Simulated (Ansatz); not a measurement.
Relaxing W

These are results of Ansatz, DFT r2SCAN, scalar-relativistic, plane waves, PAW, not measurements. Cutoff 500 eV, Γ-centred k mesh, Gaussian smearing, no spin polarisation in the final step.

The start puts W on the simple hexagonal structure type (P6/mmm, No. 191), at a guessed volume.

```yaml
crystal:
  lattice:
    - [2.71494, 0.00000, 0.00000]
    - [-1.35747, 2.35121, 0.00000]
    - [0.00000, 0.00000, 2.53677]
  atoms:
    - { symbol: W, position: [0.00000, 0.00000, 0.00000] }
```

Cell and atoms relax at zero pressure; the relaxation can't lower the symmetry of the start. After a coarse first stage the cell is made exact in the group found at 0.06 Å.

Energies count from the standard state of W at the same level.

(1) Describe the relaxed structure.

(2) What are its volume, energy, density and gap?

Results:

(1) It keeps P6/mmm (No. 191). The result has the simple hexagonal structure. Conventional cell: a = 2.768 Å, c = 2.589 Å. W is coordinated by 2 W at 2.59 Å and 6 W at 2.77 Å.

```
W
1.0
     2.76769    0.00000    0.00000
    -1.38384    2.39689    0.00000
     0.00000    0.00000    2.58878
W
1
Direct
  0.00000 0.00000 0.00000
```

(2) The volume per atom is 17.17 Å³. The density is 17.78 g/cm³. The energy over the standard structure is 1.26 eV/atom and the gap on the 24×24×22 mesh is 0 eV (a metal).

The final run used a 24×24×22 mesh on its 1-atom cell and 0.10 eV smearing. For metals, differences of a few meV/atom aren't resolved. Spin–orbit coupling is left out. Symmetry constrained the relaxation, so the result can be a saddle point. The steps took roughly 40 core-seconds in all.

This form isn't the element's structure at ambient conditions.